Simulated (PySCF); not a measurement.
# Adding and removing an electron: NaCl

RHF-MP2; basis Na def2-SVP, Cl def2-SVP; no relativity; PySCF 2.14. Neutral (RHF): singlet (closed shell), Re = 2.354 Å, ωe = 386 cm⁻¹, De = 3.79 eV.

NaCl⁺ (UHF): doublet (π ↑), Re = 2.848 Å, ωe = 153 cm⁻¹, De = 0.41 eV to Na⁺ + Cl. The energies at the minima are -621.36098 hartree for NaCl and -621.05708 for NaCl⁺.

(1) Work out the adiabatic ionisation energy, without and with harmonic zero-point energies (1 hartree = 27.2114 eV, 1 eV = 8065.5 cm⁻¹), and the change of the bond length.

Correlated steps freeze 6 core orbitals. Weak bonds: NaCl⁺. Basis-set superposition, not corrected here, can be much of De in a small basis, most of all at correlated wavefunction levels. For an ion De counts to the pair picked by the measured ionisation energies or electron affinities, which need not be the lowest pair at this level. Where the molecule has an RHF reference, its open-shell atoms are computed with UHF. States were picked by a PBE0 search and need not be the measured ground states.

Neutral and ion stand on different kinds of reference determinant, which adds to the error of the difference.

Answers

(1) At MP2: 0.30390 hartree = 8.270 eV between the minima; the zero-point term (153.0 − 386.0)/2 cm⁻¹ = -0.014 eV makes it 8.255 eV. Re changes by +49.4 pm against the neutral. The electron leaves a π orbital, and the ion is left as a loose complex of an ion and an atom.
